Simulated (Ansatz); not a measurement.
System (SMILES): S (H2S).
Atoms: S1, H2, H3. Bonds: S1-H2, S1-H3.

Basis-set convergence of the optimised S1-H2 bond length at MP2 with Ansatz (a program for electronic structure). The reference of a correlated method is not its basis-set limit, which lies further on. Cartesian d functions, on some or all atoms, in 6-31G*, 6-31+G*, 6-31G**, 6-311G**, 6-311+G**; all else is spherical. Cores are frozen. No added dispersion term, no relativity. Reference: the value in pcseg-4, 1.3324 Å, itself unsure by roughly 0.0002 Å (its mean distance from aug-pcseg-3, aug-cc-pV(Q+d)Z, cc-pV(5+d)Z). Deviations are taken from unrounded values.

| basis | functions | optimised S1-H2 bond length (Å) | minus reference (Å) |
|---|---|---|---|
| STO-3G | 11 | 1.3463 | 0.0140 |
| 3-21G | 17 | 1.3695 | 0.0371 |
| 6-31G | 17 | 1.3748 | 0.0424 |
| 6-31G* | 23 | 1.3395 | 0.0071 |
| 6-31+G* | 27 | 1.3396 | 0.0072 |
| 6-31G** | 29 | 1.3301 | -0.0022 |
| 6-311G** | 39 | 1.3338 | 0.0014 |
| 6-311+G** | 43 | 1.3334 | 0.0011 |
| 6-311++G(2d,2p) | 55 | 1.3308 | -0.0016 |
| 6-311++G(3df,3pd) | 83 | 1.3324 | 0.0001 |

The smallest set listed that lies within 0.01 Å of the reference with all its larger relatives (same family, alike in diffuse functions; a set with none counts only in the reference's own line) is 6-31G* (23 functions, 0.0071 Å off).
